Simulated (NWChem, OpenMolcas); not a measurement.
# From NWChem to OpenMolcas

This NWChem 7.3.0 job computes triplet CHClF2:

calc.nw:
```
echo
start calc
memory total 2200 mb
geometry units bohr noautosym nocenter noautoz
  F   0.07351035 -1.07355341  2.30981224
  C   0.20673604  0.04459754  0.05347925
  F   1.59530679 -1.40954672 -1.46812823
  Cl -2.85537617  0.39476379 -1.21093650
  H   1.07449827  1.90446599  0.23772755
end
basis spherical bse
  F library 3-21G
  C library 3-21G
  Cl library 3-21G
  H library 3-21G
end
scf
  triplet
  uhf
  thresh 1e-08
  maxiter 80
  print medium
end
task scf
```

```bash
$ nwchem calc.nw > calc.out
```

The coordinates come from a PBE0-D4/def2-TZVP relaxation. That shape belongs to the parent species and isn't relaxed for this state.

It gives a total energy of -693.034849 Eh.

Problem. How is this level of theory, on these atoms, set up in OpenMolcas 26.06 as an input file of the program's own?

Solution. For example:

mol.input:
```
* CHClF2 Hartree-Fock

&GATEWAY
  BASLIB=$CurrDir
  COORD
  5
  angstrom
  F        0.038900      -0.568100       1.222300
  C        0.109400       0.023600       0.028300
  F        0.844200      -0.745900      -0.776900
  Cl      -1.511000       0.208900      -0.640800
  H        0.568600       1.007800       0.125800
  BASIS=3-21G
  GROUP=NoSym

&SEWARD

&SCF
  UHF
  SPIN=3
  THRESHOLDS=1e-10 1e-07 1e-07 1e-05
  PRORBITALS=1 2
```

```bash
$ export MOLCAS_MEM=1860
$ pymolcas mol.input > mol.log
```

(Basis files named in the input come from the Basis Set Exchange and aren't shown.)

Its energy is -693.034849 Eh, 0.000 mEh from the first.
